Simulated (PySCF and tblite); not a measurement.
Results of a calculation; reference values are marked as such.
System: C3H3ClO, numbered as in [CH2:1]=[C:2]([Cl:3])[CH:4]=[O:5].

For the rotation about the C2–C4 bond (torsion C1–C2–C4–O5 from 0° to 180°, rising): electronic barrier 7.38 kcal/mol, zero-point change -0.35 kcal/mol, thermal and entropy terms at 400 K a further 0.48 kcal/mol (symmetry numbers apart). The minimum is Cs, the saddle C1. Level: PBE0/pcSseg-2 + D3(BJ) on GFN2-xTB stationary points, with GFN2-xTB thermal terms. Rates follow Eyring's equation with the number of equivalent paths and no tunnelling. Programs: tblite and PySCF.

Question: How many equivalent paths lead out of the minimum?

Answer: 2: the symmetry number of the minimum is 1, that of the saddle displaced along its mode 1, and the displaced saddle is chiral while the minimum is not, which doubles the count.

Question: Work out the rate at 400 K.

Answer: ΔG‡ = 7.51 kcal/mol; k_B T/h = 8.3×10¹² s⁻¹; exp(−ΔG‡/RT) = 7.9×10⁻⁵; times 2 gives k = 1.3×10⁹ s⁻¹. Wigner's tunnelling factor for the 134i cm⁻¹ mode would be 1.01.
